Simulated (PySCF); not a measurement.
# One shape, several levels: BH3Cl− (SMILES [BH3-]Cl)

Aim: a comparison of 6 runs (B2PLYP/STO-6G, M06-2X/STO-6G, UPBE0/STO-6G, UMP2/STO-6G, CCSD(T)/STO-6G, UCCSD(T)/STO-6G) of BH3Cl−. Input form: a Python script.

The calculation is run with PySCF 2.14.0.

16 further runs of the same task are left out: 1 that didn't finish, 15 set aside as unsound or not needed.

### Step 1. The system as given

BH3Cl−: 5 atoms, total charge -1, spin state singlet. SMILES: `[BH3-]Cl`. The B1–H4 distance was set to 2.657 Å, away from the relaxed value. At this shape a bond of the SMILES string is far longer than usual.

Bond lengths: B1–Cl2 1.873 Å, B1–H3 1.208 Å, B1–H5 1.208 Å. Angles: Cl2–B1–H3 106.7°, Cl2–B1–H5 106.7°, H3–B1–H5 112.2°.

### Step 2. The energy at B2PLYP/STO-6G (run 1)

Input file input.py:

```python
from pyscf import gto, dft, mp

mol = gto.Mole()
mol.atom = [
    ('B', (0.733377, 1.156304, -0.340229)),
    ('Cl', (-0.194873, 1.700624, -1.873129)),
    ('H', (1.874067, 0.949554, -0.679229)),
    ('H', (-0.460100, -1.051350, 0.532730)),
    ('H', (0.651487, 2.061564, 0.455231)),
]
mol.basis = 'sto-6g'
mol.max_memory = 1860
mol.charge = -1
mol.verbose = 4
mol.build()

mf = dft.RKS(mol, xc='0.53*HF + 0.47*B88, 0.73*LYP')
mf.conv_tol = 1e-10
mf.grids.level = 5
mf.kernel()
if not mf.converged:
    mf = mf.newton().run(mf.mo_coeff, mf.mo_occ)

pt = mp.MP2(mf, frozen=6).run()
energy = mf.e_tot + 0.27 * pt.e_corr
print('PT2 part  %.8f' % (0.27 * pt.e_corr))
print('E(%s) = %.9f' % ('B2PLYP', energy))
```

Command:

```sh
$ OMP_NUM_THREADS=1 python input.py
```

Output:

```text
PySCF version 2.14.0

[... 73 lines left out ...]
converged SCF energy = -484.713215247746
[... 1 line left out ...]
******** <class 'pyscf.mp.mp2.RMP2'> ********
nocc = 7, nmo = 11
frozen orbitals 6
E(RMP2) = -484.853769775967  E_corr = -0.140554528221311
E(SCS-RMP2) = -484.875150945233  E_corr = -0.161935697487061
E_corr(same-spin) = -0.00776508043674416
E_corr(oppo-spin) = -0.132789447784567
PT2 part  -0.03794972
E(B2PLYP) = -484.751164970
```

It took 2.8 s on 1 thread of Intel Xeon Platinum 8488C (Sapphire Rapids), shared host; peak memory 0.19 GiB.

### Step 3. The energy at M06-2X/STO-6G (run 2)

Input file run.py:

```python
from pyscf import gto, dft

mol = gto.Mole()
mol.atom = [
    ('B', (0.733377, 1.156304, -0.340229)),
    ('Cl', (-0.194873, 1.700624, -1.873129)),
    ('H', (1.874067, 0.949554, -0.679229)),
    ('H', (-0.460100, -1.051350, 0.532730)),
    ('H', (0.651487, 2.061564, 0.455231)),
]
mol.spin = 0
mol.verbose = 3
mol.max_memory = 1860
mol.basis = 'sto-6g'
mol.charge = -1
mol.build()

mf = dft.RKS(mol)
mf.xc = 'm06-2x'
mf.conv_tol = 1e-10
mf.grids.level = 5
mf.kernel()
if not mf.converged:
    mf = mf.newton().run(mf.mo_coeff, mf.mo_occ)

e_final = mf.e_tot
print(f'total energy: {e_final:.8f} hartree')
```

Command:

```sh
$ OMP_NUM_THREADS=1 python run.py
```

Output:

```text
converged SCF energy = -484.928706499118
total energy: -484.92870650 hartree
```

Run time: 3.3 s. Hardware: 1 thread of Intel Xeon Platinum 8488C (Sapphire Rapids), shared host; peak memory 0.19 GiB.

Runs 3 to 5 aren't shown in full; the table further down has their settings and results.

### Step 4. The energy at UCCSD(T)/STO-6G (run 6)

Input file calc.py:

```python
from pyscf import gto, cc

mol = gto.M(
    atom='''
B      1.385882     2.185098    -0.642940
Cl    -0.368257     3.213714    -3.539701
H      3.541473     1.794397    -1.283557
H     -0.869463    -1.986764     1.006714
H      1.231132     3.895791     0.860262
''',
    verbose=3,
    unit='bohr',
    max_memory=1860,
    basis='sto-6g',
    charge=-1,
)

mf = mol.UHF()
mf.conv_tol = 1e-10
mf.kernel()
if not mf.converged:
    mf = mf.newton().run(mf.mo_coeff, mf.mo_occ)
for _ in range(3):
    mo, _, stable, _ = mf.stability(return_status=True)
    if stable:
        break
    mf.kernel(mf.make_rdm1(mo, mf.mo_occ))

mycc = cc.CCSD(mf, frozen=6)
mycc.kernel()
e_t = mycc.ccsd_t()
etot = mycc.e_tot + e_t
print(f'total energy: {etot:.8f} hartree')
```

Command:

```sh
$ OMP_NUM_THREADS=1 python calc.py
```

Output:

```text
converged SCF energy = -484.050400407284  <S^2> = 5.5333516e-12  2S+1 = 1
<class 'pyscf.scf.uhf.UHF'> wavefunction has an internal instability
converged SCF energy = -484.132222754224  <S^2> = 0.91126919  2S+1 = 2.155244
<class 'pyscf.scf.uhf.UHF'> wavefunction is stable in the internal stability analysis
E(UCCSD) = -484.1914843850425  E_corr = -0.05926163081801296
UCCSD(T) correction = -0.00172992238813329
total energy: -484.19321431 hartree
```

Run time: 0.93 s. Hardware: 1 thread of Intel Xeon Platinum 8488C (Sapphire Rapids), shared host; peak memory 0.12 GiB.

### Step 5. Overview of the runs

```csv
run,level,frozen core orbitals,follow instability,energy (Eh),HOMO energy (eV),LUMO energy (eV),HOMO–LUMO gap (eV),wall time
1,B2PLYP/STO-6G,6,–,-484.751165,3.25,9.27,6.02,2.8 s
2,M06-2X/STO-6G,–,–,-484.928706,3.00,8.91,5.92,3.3 s
3,UPBE0/STO-6G,–,yes,-484.808279,3.95,8.06,4.11,9 s
4,UMP2/STO-6G,6,yes,-484.165837,1.17,13.07,11.89,0.8 s
5,CCSD(T)/STO-6G,6,–,-484.197422,2.21,11.55,9.35,0.7 s
6,UCCSD(T)/STO-6G,6,yes,-484.193214,1.17,13.07,11.89,0.93 s
```

### Step 6. Results

```
                                                    quantity          value
                                         run 6: total energy  -484.19321 Eh
                  run 6: HOMO energy (Hartree–Fock orbitals)        1.17 eV
                  run 6: LUMO energy (Hartree–Fock orbitals)       13.07 eV
run 6: HOMO–LUMO gap (to an unbound level, set by the basis)       11.89 eV
          run 6: correlation energy (6 core orbitals frozen)      -61.0 mEh
                                       run 6: (T) correction      -1.73 mEh
                    run 6: ⟨S²⟩ of the reference determinant          0.911
                                        run 6: T1 diagnostic          0.060
```

Over runs 1, 2, 3 the HOMO–LUMO gap runs from 4.11 eV (UPBE0/STO-6G) to 6.02 eV (B2PLYP/STO-6G). The empty levels of an anion lie above zero and hang on the basis. A double hybrid's value is that of its SCF part. Totals of different functionals can't be ranked against each other. In runs 1, 2, 3, 4, 5, 6 the HOMO lies above zero, so the outermost electron may be held by the basis alone. In run 5 the T1 diagnostic is large, so a single reference may not serve. In runs 1, 2, 3, 4, 5, 6 the basis is minimal, so the values are rough. Spin contamination of the reference: run 6 ⟨S²⟩ = 0.91, run 4 ⟨S²⟩ = 0.91. Where it is this large, the reference is a mixture of spin states, and values that rest on it are in doubt. All runs together took 18 s, the longest 9 s.
